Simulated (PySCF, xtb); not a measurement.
fluorine (F2), SMILES FF.

GFN2-xTB in xtb at its own geometry gives an orbital gap of 4.60 eV and a dipole moment of 0.00 D.

Coordinates come from a r2SCAN-D4/def2-TZVPD optimisation.

Task: What does PBE/def2-TZVPD (PySCF) give? (An estimate is asked for; the answer gives what the named calculation found.)

Result: gap 3.81 eV (levels -9.40 and -5.59 eV), dipole 0.00 D.
